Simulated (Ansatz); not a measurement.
`O[Si]F` + HCl → `O[Si]Cl` + H–F at 400 K and 1 bar (ligand exchange at the Si–F bond).

Isolated molecules relaxed with PBE0-D4/def2-TZVP in Ansatz; ΔE leaves out vibrations. CCSD(T)/CBS is frozen-core, at the limit of the def2 triple- and quadruple-zeta sets. Each species was taken in one conformer, which may not be the lowest.

```
  species  CCSD(T)/CBS energy (Eh)  H − E (kJ/mol)  S (J/(mol·K))
 `O[Si]F`               -464.72370            60.6          283.4
      HCl               -460.38167            29.6          195.4
`O[Si]Cl`               -824.69564            59.3          296.6
      H–F               -100.39431            36.5          182.2
```

H − E and S are ideal-gas, rigid-rotor, harmonic terms from PBE0-D4/def2-TZVP, for one conformer and one mirror image of each species. 1 Eh = 2625.50 kJ/mol, R = 8.31446 J/(mol·K).

Problem. By hand: ΔE, ΔH, ΔS and ΔG.

Solution. ΔE = (-824.69564) + (-100.39431) − (-464.72370) − (-460.38167) = 0.01542 Eh = 40.5 kJ/mol. Δ(H − E) = 59.3 + 36.5 − 60.6 − 29.6 = 5.6, so ΔH = 46.1 kJ/mol. ΔS = 296.6 + 182.2 − 283.4 − 195.4 = 0.0 J/(mol·K). ΔG = 46.1 − 400 × (0.0)/1000 = 46.1 kJ/mol.

Problem. By hand: the equilibrium constant, and the temperature at which ΔG would vanish if ΔH and ΔS stayed fixed.

Solution. log₁₀ K = −ΔG/(RT ln 10) = -6.0. With ΔH or ΔS at zero there is no such temperature.

The number of gas molecules stays the same, so ΔS is small and ΔH decides. A doubt of 5 kJ/mol in ΔE shifts log₁₀ K by 0.7 here. Other conformers and mirror images would add mixing entropy, several J/(mol·K) or more a flexible species. These are equilibria of isolated gas molecules and say nothing of rates. Largest T1 diagnostic: 0.015 (customary marks: 0.02 for closed shells, 0.045 for open ones).

ΔS is within the doubt of such terms, so its sign, and with it that verdict, could turn.
